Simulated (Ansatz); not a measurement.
Seven cases of atomisation energy with Al to Br (electronic energies, kcal/mol); geometries: B3LYP-D3(BJ)/def2-TZVP. The cases were drawn at random from those of this class that have a high level and all functionals, leaving out states under which another spin lies or may lie. Left out are anions, K, Ca, elements past Kr, ionisation of Li, Na and Mg, pi-pi* triplets of linear molecules and other triplets made from a closed-shell parent. Runs that doubt their state, and full CI more than 15 mEh from coupled cluster, are set aside; a case stays where another high level and all functionals remain. AFQMC serves as high level only in triple zeta or larger, with a steady walk, a bar under 0.8 kcal/mol and agreement with other high levels or trials where they ran; where none ran, an unstable determinant or (outside 3d species) a high T1 diagnostic also bars it, so strongly correlated cases are thinned. No case was kept or dropped by the size of a functional's miss. High levels with a bar over 0.5 kcal/mol are left out too, and the seventh case lies inside the range of the six. Affinities count positive where energy is released, gaps as the second state minus the first. PBE0 is by Ansatz (an electronic-structure program) in def2-TZVPD. High levels (Ansatz): P = CCSD(T)/CBS(cc-pV(Q+d)Z,cc-pV(5+d)Z) + [CCSDT(Q) - CCSD(T)]/cc-pV(5+d)Z + [CCSDTQ - CCSDT(Q)]/cc-pV(D+d)Z + core + X2C; Q = CCSD(T)/CBS(cc-pV(Q+d)Z,cc-pV(5+d)Z) + [CCSDT(Q) - CCSD(T)]/cc-pV(Q+d)Z + [FCI - CCSDT(Q)]/cc-pV(D+d)Z + core + X2C; R = CCSD(T)/CBS(cc-pV(Q+d)Z,cc-pV(5+d)Z) + [CCSDT(Q) - CCSD(T)]/cc-pV(T+d)Z + [CCSDTQ - CCSDT(Q)]/cc-pV(D+d)Z + core + X2C; S = CCSD(T)/CBS(cc-pV(Q+d)Z,cc-pV(5+d)Z) + [CCSDT(Q) - CCSD(T)]/cc-pV(T+d)Z + core + X2C; T = CCSD(T)/CBS(cc-pV(T+d)Z,cc-pV(Q+d)Z) + [CCSDT(Q) - CCSD(T)]/cc-pV(D+d)Z + core + X2C; U = CCSD(T)/CBS(cc-pVQZ,cc-pV5Z) + [CCSDT(Q) - CCSD(T)]/cc-pVTZ; V = CCSD(T)/CBS(cc-pVQZ,cc-pV5Z) + [CCSDT(Q) - CCSD(T)]/cc-pVTZ + [CCSDTQ - CCSDT(Q)]/cc-pVDZ. Radicals and triplets start from unrestricted determinants; spin-orbit coupling is neglected. Cores are frozen in correlated methods (noble-gas shells, and filled d and f shells in the p block). Rows without X2C or -DK are non-relativistic. CBS(X,Y): correlation extrapolated as X^-3, Hartree-Fock from the larger set (Q,5: extrapolated as (X+1)exp(-9√X)). A bracket is a step between two methods taken in the basis named. The functionals are non-relativistic, so their misses hold any scalar relativity. 'core' is core correlation in cc-pwCVTZ (1s frozen past Ne), 'X2C' scalar relativity in cc-pVTZ-DK, both at CCSD(T). Full CI freezes restricted core orbitals, also for open shells; the composite that ends in it estimates full CI at the basis-set limit. Where a partner has so few electrons that a lower coupled-cluster level is exact, that level stands in. Spin-orbit terms, left out, reach several kcal/mol for Br and I, and more for heavier atoms. The UHF reference of CSi ([C]=[Si], triplet) is spin-contaminated (<S^2> up to 0.53 over the pure value in the sets run).

```tsv
case	PBE0	level	high level
C3H5Cl (SMILES C=C(C)Cl)	846.7	T	844.4
BBr3 (tribromoborane, SMILES BrB(Br)Br)	282.0	U	275.1
COS (sulfanylidenemethanone, SMILES O=C=S)	338.3	R	335.7
SiH3 (SMILES [SiH3], doublet)	223.6	Q	227.3
CSi (SMILES [C]=[Si], triplet)	102.0	P	103.0
H4SiO (hydroxysilane, SMILES O[SiH3])	449.3	S	462.6
GeH2F (SMILES [F][GeH2], doublet)	240.3	V	withheld
```

Fit a straight line from PBE0 to the high level over the first six rows by least squares, predict the seventh, and compare with the calculation.

Means: PBE0 373.65, high level 374.68. Sxx = 335457, Sxy = 335273, slope 0.9995, intercept +1.22 kcal/mol; residual standard deviation 7.8 kcal/mol. Seventh row: 0.9995·(240.3) +1.22 = 241.4 kcal/mol. The calculation gave 247.8 kcal/mol: the line differs from it by -6.4, PBE0 itself by -7.5.
